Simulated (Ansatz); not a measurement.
Two shapes of singlet H2S.

Shape 1:

```xyz
3

S     0.0441   -0.0234   -0.1015
H     0.0250    0.9945    0.7955
H     0.0350   -0.9930    0.8606
```

Shape 2:

```xyz
3

S     0.0001    0.0068   -0.1114
H     0.0058    0.9647    0.8277
H     0.0032   -0.9791    0.8265
```

Basis set: STO-3G (spherical functions). Frozen core: 5 orbitals. Charge 0, multiplicity 1.

Computed with Ansatz (development build ahead of 0.2.0); each method stands on the lowest determinant of its kind that the runs found.

Task: Which shape is lower in energy, and by how much in each method?

Result:

```
 method  E(2) − E(1) (eV)
    RHF            -0.020
RHF-MP2            -0.011
```

Shape 2 is lower.
